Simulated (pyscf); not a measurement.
Optimised with ωB97X-D3(BJ)/def2-SVP in PySCF.

What is the homolytic dissociation enthalpy (298 K, ωB97M-D3(BJ)/def2-TZVP) of the N–Nb bond of H₂N–Nb(F)(F)(F)–F, to NH₂• + [F–Nb(F)(F)–F]•?

N–Nb to NH₂• + [F–Nb(F)(F)–F]•: 335.6 kJ/mol. The 7 functionals that were run give +335.6 (ωB97M-D3(BJ)) to +361.2 kJ/mol (PBE). The radicals are drawn with the spin at the cut bond; how far it spreads was not checked. Open-shell species with a d-block atom are single-reference here; other states, and whether the spin sits on metal or ligand, were not checked. Elements past Kr carry the def2 core potentials, without spin-orbit coupling.
